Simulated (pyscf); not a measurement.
H₂Si=P–Ga [singlet] + hydrogen (H₂) → H₃Si–PH–Ga [singlet], an addition across a multiple bond or ene-type step (singlet surface; H–H broken, H–P, H–Si formed). Structures and frequencies: ωB97X-D3(BJ)/def2-SVP in PySCF. Energies in eV from the separated reactants.

Small-basis levels: PySCF, no dispersion term, spherical d functions. 

Question: Quick HF/STO-3G single points give ΔE‡ = 2.20 eV and ΔE = -3.11 eV. What does ωB97M-D3(BJ)/def2-TZVP give, and how far is the quick result from it?

Answer: ωB97M-D3(BJ)/def2-TZVP gives ΔE‡ = 1.20 eV and ΔE = -1.47 eV. HF/STO-3G lies 1.00 eV over it in the barrier and 1.64 eV under it in the reaction energy, so on this step it does not hold to within 0.13 eV. ωB97M-D3(BJ)/def2-TZVP has limits of its own. At the saddle there is also a short Ga–H contact that neither side keeps, so another atom assists the step. One saddle was located; it need not be the lowest between these sides. In the def2 sets elements up to Kr have no core potential.
